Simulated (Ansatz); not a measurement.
Compare A (`CC(C)=C(C)O`) with its isomer B (`C=COCCC`).

Gas-phase electronic energies from Ansatz, PBE0-D4/def2-TZVP geometries. CCSD(T)/CBS is the MP2 limit (def2-TZVPP, def2-QZVPP) plus CCSD(T) − MP2 in def2-TZVPP, frozen cores. DFT in def2-TZVPP. B3LYP here is the variant with VWN-RPA as its local correlation; programs differ in this. One conformer a species, not always the lowest.

**Question.** Which is lower in electronic energy at CCSD(T)/CBS, and by how much? (An estimate is asked.)

**Answer.** Computed: A, by 52.8 kJ/mol.

**Question.** Give E(B) − E(A) in kJ/mol with B3LYP, CCSD/def2-TZVPP, B3LYP-D4, ωB97M-V, MP2/def2-TZVPP, HF/def2-TZVPP, PBE-D4. (Estimate.)

**Answer.** Ansatz gave: B3LYP 44.6, CCSD/def2-TZVPP 48.8, B3LYP-D4 49.5, ωB97M-V 51.0, MP2/def2-TZVPP 59.1, HF/def2-TZVPP 31.4, PBE-D4 57.2. None reverses the order clearly.

Largest T1 diagnostic: 0.011.

The D4 term adds +4.9 kJ/mol with B3LYP and +2.7 kJ/mol with PBE0; it sums over pairs of atoms, weighted by their polarisabilities, and B3LYP, whose exchange is more repulsive, gets the larger term. In def2-TZVPP, CCSD(T) changes the Hartree–Fock value by +19.9 kJ/mol (the triples alone add +2.4 kJ/mol) and MP2 by +27.7 kJ/mol.
